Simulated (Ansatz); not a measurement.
# AlB (triplet): trial inputs and their diagnosis at distance B1–Al2 = 2.517 Å

5 inputs are run for AlB (triplet) as typed; the log has to tell whether the result can be used and what must change.

Method: the settings change from run to run; program: Ansatz 0.2.0, Gaussian basis.

13 further runs of the same task are left out: 1 for a known fault of the program, 1 for a mislabelled method, 9 that didn't finish, 2 set aside as unsound or not needed.

### Step 1. What is computed

The geometry derives from a PBE0/def2-TZVP stationary point (not a proven minimum). One bond is set to the value named and the two fragments are kept rigid.

2 atoms, charge 0, spin multiplicity 3.

Atoms are counted from 1 here; the program's logs count them from 0.

No contacts short enough for the rule that draws bonds.

### Step 2. Try 1

Contents of in.yaml:

```yaml
crystal:
  periodic: [false, false, false]
  atoms:
    - {symbol: B, position_ang: [0.000000, 0.000000, 0.000000]}
    - {symbol: Al, position_ang: [0.000000, 0.000000, 2.517000]}
basis:
  gaussian: {orbitals: cc-pVDZ}
magnetization: {spin_polarized: false, initial_magnetization: 2}
correlation: {method: sc_nevpt2, electrons: outside_noble_gas, active_space: {window: {electrons: 2, orbitals: 3}}}
output: {forces: true}
```

Started as:

```bash
> ansatz run in.yaml --threads 1 --pin off --events-out ev --progress --plain --max-ram 2393MiB
```

The log of the run:

```text
Functional definition: HF
  name "HF"
  cite "Fock, Z. Phys. 61, 126 (1930) doi:10.1007/BF01340294"
  parent pbe
  exchange = exact_x
  correlation = 0
315 factors; integrals over basis functions are off by at most 9.6e-4 eV
mean field evaluation 1: about -7248.8976 eV, gradient 3.1e0 eV
mean field evaluation 2: about -7248.9310 eV, gradient 3.2e0 eV
mean field evaluation 4: about -7249.2378 eV, gradient 1.5e0 eV
mean field evaluation 8: about -7249.3434 eV, gradient 1.8e-1 eV
mean field evaluation 16: about -7249.4090 eV, gradient 4.7e-1 eV
mean field evaluation 32: about -7250.1171 eV, gradient 2.2e-6 eV
mean field evaluation 64: about -7248.3641 eV, gradient 3.7e-4 eV
mean field evaluation 96: about -7249.3439 eV, gradient 2.5e-6 eV
mean field evaluation 128: about -7250.1171 eV, gradient 2.6e-6 eV
mean field evaluation 160: about -7247.8711 eV, gradient 6.5e0 eV
mean field evaluation 192: about -7249.3439 eV, gradient 1.7e-2 eV
mean field evaluation 224: about -7248.8976 eV, gradient 3.1e0 eV
mean field -7250.11709287 eV, -266.4368888571 hartree, gradient 1.7e-6 eV, S^2 2.000000; 14 other end points of the search recorded, 0 dependent functions left out
reference -7250.11709287 eV, -266.4368888571 hartree; 10, 8 occupied and 22, 24 virtual orbitals, 315 factors
state -7250.11709287 eV, -266.4368888571 hartree
state -7250.11709287 eV, -266.4368888571 hartree; corrected -7252.44505579 eV, -266.5224399163 hartree
WARN: 1 active orbitals are nearly empty or full. The corrections depend on them more than the energy does, and are more stable in an active space without them
the calculation of the forces begins
Error: an active orbital is full or empty, and SC-NEVPT2 has no forces then: leave it out of the active space
```

Wall time 1.6 s (1 thread of Arm Neoverse N1, shared host).

Diagnosis: The run stopped with an error. It says: «an active orbital is full or empty, and SC-NEVPT2 has no forces then: leave it out of the active space». Cure: drop the forces, or choose an active space whose orbitals are all partly filled.

### Step 3. Try 2

Contents of in.yaml:

```yaml
crystal:
  periodic: [false, false, false]
  atoms:
    - {symbol: B, position_ang: [0.000000, 0.000000, 0.000000]}
    - {symbol: Al, position_ang: [0.000000, 0.000000, 2.517000]}
basis:
  gaussian: {orbitals: "6-31G*"}
correlation: {active_space: {window: {electrons: 4, orbitals: 4}}}
magnetization: {spin_polarized: true, initial_magnetization: 2}
```

Launched as before.

The log of the run:

```text
Error: invalid value for `correlation.active_space`: it starts from restricted Hartree–Fock orbitals; set hamiltonian.xc: hf without magnetization.spin_polarized
```

It took 0.03 s on 1 thread of Arm Neoverse N1, shared host.

What is wrong: The run was refused. An active space is asked on unrestricted orbitals. Fix: drop spin_polarized: true.

### Step 4. Try 3

Contents of in.yaml:

```yaml
crystal:
  periodic: [false, false, false]
  atoms:
    - {symbol: B, position_ang: [0.000000, 0.000000, 0.000000]}
    - {symbol: Al, position_ang: [0.000000, 0.000000, 2.517000]}
basis:
  gaussian: {orbitals: cc-pVDZ}
magnetization: {spin_polarized: false, initial_magnetization: 2}
hamiltonian: {xc: pbe0}
correlation: {method: fic_mrcisd_q, electrons: valence, active_space: {window: {electrons: 4, orbitals: 4}}}
```

Same command.

The log of the run:

```text
Error: invalid value for `correlation.active_space`: it starts from restricted Hartree–Fock orbitals; set hamiltonian.xc: hf without magnetization.spin_polarized
```

It took 0.03 s on 1 thread of Arm Neoverse N1, shared host.

**Diagnosis.** The run was refused. An active space is asked on a functional's orbitals. To mend it, start from Hartree-Fock.

### Step 5. Try 4

Contents of in.yaml:

```yaml
crystal:
  periodic: [false, false, false]
  atoms:
    - {symbol: B, position_ang: [0.000000, 0.000000, 0.000000]}
    - {symbol: Al, position_ang: [0.000000, 0.000000, 2.517000]}
basis:
  gaussian: {orbitals: cc-pVDZ}
magnetization: {spin_polarized: false, initial_magnetization: 3}
correlation: {method: fic_nevpt4_sd, electrons: outside_noble_gas, active_space: {window: {electrons: 2, orbitals: 5}}}
```

Same command.

The log of the run:

```text
Error: a molecule whose nuclei and cores have a total charge of 18 cannot have a net charge of 0 together with 3 unpaired electrons
```

Wall time 0.03 s (1 thread of Arm Neoverse N1, shared host).

Diagnosis: The run was refused. The number of unpaired electrons doesn't fit the electron count. To mend it, make charge and initial_magnetization agree.

### Step 6. Try 5

Contents of in.yaml:

```yaml
crystal:
  periodic: [false, false, false]
  atoms:
    - {symbol: B, position_ang: [0.000000, 0.000000, 0.000000]}
    - {symbol: Al, position_ang: [0.000000, 0.000000, 2.517000]}
basis:
  gaussian: {orbitals: cc-pVDZ}
magnetization: {spin_polarized: false, initial_magnetization: 2}
correlation: {method: fic_mrcisd_q, electrons: outside_noble_gas, active_space: {window: {electrons: 4, orbitals: 4}, places: [1, 2]}}
accuracy: high
scf: {lower_state_search: light}
```

Same command.

The log of the run:

```text
Error: invalid value for `correlation.active_space`: name one of window, places and ras
```

It took 0.03 s on 1 thread of Arm Neoverse N1, shared host.

Diagnosis: The run was refused. The active space is defined twice. To mend it, keep one definition.

### Step 7. Summary

```csv
try,level,ended,cause,time
1,"NEVPT2(2,3)/cc-pVDZ",stopped by an error,"an active orbital is full or empty, and SC-NEVPT2 has no forces then: leave it out of the active space",1.6 s
2,"CASSCF(4,4)/6-31G*",refused,an active space is asked on unrestricted orbitals,0.03 s
3,"MRCISD+Q(4,4)/cc-pVDZ",refused,an active space is asked on a functional's orbitals,0.03 s
4,"NEVPT4(SD)(2,5)/cc-pVDZ",refused,the number of unpaired electrons doesn't fit the electron count,0.03 s
5,"MRCISD+Q(4,4)/cc-pVDZ",refused,the active space is defined twice,0.03 s
```

1 stopped by an error, 4 refused.
